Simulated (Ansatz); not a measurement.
triplet AlB: levels of theory in one basis

```yaml
atoms:
  - { symbol: B, position_ang: [0.0000, 0.0000, -1.0927] }
  - { symbol: Al, position_ang: [0.0000, 0.0000, 1.0927] }
```

Basis set: def2-SVP (spherical functions). Correlated methods keep 6 orbitals frozen. Correlation on ROHF uses semicanonical orbitals with singles. Charge 0, multiplicity 3.

Computed with Ansatz (development build ahead of 0.2.0); each method stands on the lowest determinant of its kind that the runs found.

```json
{"method": "ROHF", "E − E(ROHF) (eV)": "0.00", "<S²> of the determinant": "–"}
{"method": "UHF", "E − E(ROHF) (eV)": "-0.12", "<S²> of the determinant": "2.32"}
{"method": "UHF-MP2", "E − E(ROHF) (eV)": "-2.06", "<S²> of the determinant": "2.32"}
{"method": "ROHF-CCSD(T)", "E − E(ROHF) (eV)": "-3.21", "<S²> of the determinant": "–"}
{"method": "UHF-CCSD(T)", "E − E(ROHF) (eV)": "-3.21", "<S²> of the determinant": "2.32"}
```

(1) What does ROHF-MP2 give on the same scale?

## Answers

(1) -2.18 eV.

Caution for UHF, UHF-MP2, UHF-CCSD(T): the unrestricted determinant is spin contaminated; the determinant may break the point group. Caution for ROHF-MP2, ROHF-CCSD(T): a plain start can end on a higher determinant.
